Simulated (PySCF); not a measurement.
Molfile (atoms numbered from 1):
```
C5H9N
     RDKit          3D

 15 14  0  0  0  0  0  0  0  0999 V2000
   -1.4249   -0.3396   -0.4336 C   0  0  0  0  0  0  0  0  0  0  0  0
   -0.0726    0.3610   -0.4741 C   0  0  0  0  0  0  0  0  0  0  0  0
    0.0732    1.3787    0.6501 C   0  0  0  0  0  0  0  0  0  0  0  0
    1.0844   -0.6540   -0.4659 C   0  0  0  0  0  0  0  0  0  0  0  0
    1.1341   -1.4569    0.7515 C   0  0  0  0  0  0  0  0  0  0  0  0
    1.1550   -2.0760    1.7294 N   0  0  0  0  0  0  0  0  0  0  0  0
   -1.5377   -1.0523   -1.2654 H   0  0  0  0  0  0  0  0  0  0  0  0
   -1.5509   -0.8983    0.5080 H   0  0  0  0  0  0  0  0  0  0  0  0
   -2.2455    0.3902   -0.5016 H   0  0  0  0  0  0  0  0  0  0  0  0
    0.0124    0.8947   -1.4370 H   0  0  0  0  0  0  0  0  0  0  0  0
    1.0327    1.9155    0.5889 H   0  0  0  0  0  0  0  0  0  0  0  0
    0.0243    0.8876    1.6355 H   0  0  0  0  0  0  0  0  0  0  0  0
   -0.7335    2.1258    0.6078 H   0  0  0  0  0  0  0  0  0  0  0  0
    0.9974   -1.3412   -1.3234 H   0  0  0  0  0  0  0  0  0  0  0  0
    2.0515   -0.1353   -0.5703 H   0  0  0  0  0  0  0  0  0  0  0  0
  1  2  1  0
  2  3  1  0
  2  4  1  0
  4  5  1  0
  5  6  3  0
  1  7  1  0
  1  8  1  0
  1  9  1  0
  2 10  1  0
  3 11  1  0
  3 12  1  0
  3 13  1  0
  4 14  1  0
  4 15  1  0
M  END
```

- J: B3LYP/pcJ-1 (spin–dipole term only in couplings to heteroatoms)
- structure optimised with PBE0-D3(BJ)/def2-SVP
- shieldings: GIAO PBE0/pcSseg-1
- run in PySCF 2.14
- in vacuum, one conformer, relativity neglected, equivalent nuclei averaged

Predict the 2D correlation tables (HSQC, COSY, HMBC).

Answers



HSQC (one-bond C–H):
```csv
δH,δC,"$^{1}J$(C,H) (Hz)"
2.11 (H14/H15),26.6 (C4),139
1.57 (H10),28.0 (C2),134
1.12 (H7/H8/H9/H11/H12/H13),22.1 (C1/C3),133
```

COSY cross peaks (|J| ≥ 2 Hz):
```csv
δH,δH,abs. J (Hz),bonds
2.11 (H14/H15),1.57 (H10),4.3,3
1.57 (H10),1.12 (H7/H8/H9/H11/H12/H13),7.6,3
```

HMBC (two and three bonds, |J| ≥ 2.5 Hz):
```csv
δH,δC [abs. J in Hz]
2.11 (H14/H15),"122.7 (C5) [9.8], 28.0 (C2) [3.9], 22.1 (C1/C3) [5.6]"
1.57 (H10),"122.7 (C5) [12.7], 22.1 (C1/C3) [3.6]"
1.12 (H7/H8/H9/H11/H12/H13),"28.0 (C2) [3.3], 26.6 (C4) [6.1], 22.1 (C1/C3) [5.5]"
```

Scale: TMS for $^{1}$H (σref 31.27) and $^{13}$C (σref 184.41) (reference shieldings calculated alike).

Short H···H contacts in this conformer between protons four or more bonds apart (candidates for NOE cross peaks, intensity ∝ r⁻⁶): H7···H14 2.55 Å.

Unscaled 3J(H,H) at this level run about 10 % above measured values. Shifts are as computed. Against solution values, carbons near 30 ppm lie about +2 ppm off and those near 130 ppm about +5 ppm. Of 1211 compounds with measured shifts, 218 miss one by over three times the rms of a fit or turn the order of signals round; such compounds aren't used in these exercises. 3J across rotatable bonds or in flexible rings reflects this conformer alone.
